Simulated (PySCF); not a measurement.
Molecule: SMILES CCCC1CC1, C6H12.

Geometry (Å), atoms numbered from 1 in this order:
```xyz
18

C     2.666   -0.015   -0.118
C     1.268   -0.614   -0.196
C     0.257    0.368   -0.790
C    -1.126   -0.235   -0.856
C    -2.005   -0.216    0.358
C    -2.340    0.643   -0.825
H     3.367   -0.733    0.302
H     2.668    0.874    0.510
H     3.016    0.267   -1.109
H     0.937   -0.904    0.804
H     1.293   -1.517   -0.810
H     0.580    0.654   -1.795
H     0.231    1.273   -0.179
H    -1.181   -1.119   -1.482
H    -2.626   -1.074    0.566
H    -1.630    0.272    1.245
H    -2.194    1.708   -0.734
H    -3.190    0.373   -1.432
```

Frames of a GFN2-xTB Langevin trajectory at 300 K; GIAO PBE0/pcSseg-1 shieldings in PySCF, gas phase, non-relativistic; equivalent atoms averaged within each frame.

δ = σ(ref) − σ, references computed at the same level: 13C (σ = 186.93 ppm), 1H (σ = 31.72 ppm) against TMS. The references are static minima.

**Question.** How do the shifts (ppm) fluctuate along the trajectory?

**Answer.** 
```
         time (fs)    C3    C2    C4    C1  C5/C6    H14  H7/H8/H9  H12/H13  H10/H11  H16/H17
               250  40.6  29.4  17.3  15.3    3.6   1.64      1.36     1.34     1.28     0.64
               425  45.9  32.6  16.4  13.2   11.6   0.33      1.09     1.07     2.80     0.34
               625  48.2  29.7  11.7  15.8    6.1  -0.79      0.70     1.65     2.28     0.58
               800  44.8  22.9  19.3  11.2    7.9   0.53      0.95     1.19     1.28     0.84
              1000  43.8  22.5  18.2  13.6   12.7   0.67      0.92     1.35     1.53     0.71
    mean of frames  44.6  27.4  16.6  13.8    8.4   0.48      1.00     1.32     1.83     0.62
standard deviation   2.8   4.5   2.9   1.8    3.8   0.87      0.24     0.22     0.68     0.18
```

5 frames give an uncertainty of the mean of about the standard deviation over 2.2 at best, since frames this close in time may not be independent; classical motion lacks zero-point vibration, and the reference would need the same averaging.
